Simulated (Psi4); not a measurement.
**BH2O (SMILES B[O]) at EOM-CCSD/6-31+G(d) (Cartesian functions)**

We compute the vertical excitations of BH2O. 

Program for the calculation: Psi4 1.11.

4 further runs of the same task are left out: 2 that didn't finish, 2 set aside as unsound or not needed.

### 1 The molecule

BH2O has 4 atoms, charge 0, and is taken as a doublet. As SMILES, `B[O]`. All atoms were displaced at random from a relaxed shape.

Bond lengths: B1–O2 1.293 Å, B1–H3 1.136 Å. Angles: O2–B1–H3 132.8°. A long bond or contact: B1–H4 1.538 Å.

### 2 The vertical excitations at EOM-CCSD/6-31+G(d) (Cartesian functions)

bh2o.dat

```
memory 1600 MB

molecule mol {
  0 2
  B     -0.021284    -0.081025    -0.011880
  O      1.091800    -0.243957     0.626548
  H     -1.079322    -0.452455     0.172381
  H      0.002872     1.145553    -0.938961
  symmetry c1
}

set globals {
  reference       uhf
  scf_type        pk
  freeze_core     true
  roots_per_irrep [4]
}

energy('eom-ccsd/6-31+G*')
print_variables()
```

Run with:

```bash
$ psi4 -i bh2o.dat -o bh2o.out -n 1
```

**Question.** What will come out? Wanted: ground-state or mean-field energy; HOMO energy; LUMO energy; ⟨S²⟩ of the reference determinant; T1 diagnostic; lowest excitation energy.

Answer, from the run:

Level: EOM-CCSD/6-31+G* (Cartesian functions), 2 core orbitals frozen.

| quantity | value |
| --- | --- |
| ground-state or mean-field energy | -100.92785 Eh |
| HOMO energy (Hartree–Fock orbitals) (highest over α and β) | -12.40 eV |
| LUMO energy (Hartree–Fock orbitals) (lowest over α and β) | 0.79 eV |
| ⟨S²⟩ of the reference determinant | 0.805 |
| T1 diagnostic | 0.084 |
| lowest excitation energy | 2.55 eV |

**Reading.** The T1 diagnostic of 0.084 is above the customary mark for such species, so a single reference may not serve.
